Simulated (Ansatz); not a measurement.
Chalcopyrite ZnGeP₂ was calculated with BLYP in Ansatz (PAW).

Settings: plane-wave cutoff 520 eV, 10×10×10 k mesh, Fermi–Dirac smearing 0.01 eV, scalar-relativistic PAW data made under PBE.

Cell (relaxed at this level):

```cif
data_Ge2P4Zn2
_chemical_formula_sum 'Zn2 Ge2 P4'
_space_group_name_H-M_alt 'P 1'
_space_group_IT_number 1
_cell_length_a 6.79982
_cell_length_b 6.79982
_cell_length_c 6.79982
_cell_angle_alpha 131.345
_cell_angle_beta 131.345
_cell_angle_gamma 71.265
loop_
_space_group_symop_operation_xyz
  'x, y, z'
loop_
_atom_site_label
_atom_site_type_symbol
_atom_site_fract_x
_atom_site_fract_y
_atom_site_fract_z
_atom_site_occupancy
Zn1 Zn 0.00000 0.00000 0.00000 1
Zn2 Zn 0.75000 0.25000 0.50000 1
Ge1 Ge 0.50000 0.50000 0.00000 1
Ge2 Ge 0.25000 0.75000 0.50000 1
P1 P 0.87500 0.87108 0.49608 1
P2 P 0.12892 0.62500 0.00392 1
P3 P 0.37500 0.37892 0.50392 1
P4 P 0.62108 0.12500 0.99608 1
```

Estimate the bulk modulus B0, band gap and pressure derivative B′ of the bulk modulus that the calculation returns.


- bulk modulus B0 = 61.7 GPa
- band gap = 0.68 eV (direct)
- pressure derivative B′ of the bulk modulus = 4.7

Measured, for comparison: band gap 2.05 eV (temperature not stated, not corrected to a static lattice, pseudodirect, our sources range from 1.80 to 2.20; as tabulated in Rashkeev et al. (1999), arXiv:cond-mat/9809378); bulk modulus 79 GPa (room temperature, not corrected to a static lattice; as tabulated in Isothermal phase behavior of Ag3SbS3, ZnGeP2, and ZnS (abstract)). Computed (rounded) less measured: bulk modulus -22 %.

Note: the bulk modulus comes from volumes at which shape and atoms were relaxed.

Spin–orbit coupling is not included.

Ansatz is a first-principles code.
